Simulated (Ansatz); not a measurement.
**Diamond**

All values below come from RPBE (Ansatz, a quantum-chemistry and plane-wave program, plane waves, PAW).

Settings: plane-wave cutoff 520 eV, 16×16×16 k mesh, Fermi–Dirac smearing 0.01 eV, scalar-relativistic PAW data made under PBE.

Cell: measured lattice: a = b = c = 3.567 Å, α = β = γ = 90.00°.

For diamond, the band gap is 4.14 eV (indirect) and the smallest direct gap on the k points sampled is 5.60 eV. The width of the whole s-p valence band comes out as 21.55 eV.

Note: cell and atoms aren't relaxed at this level (pressure 7.9 GPa).
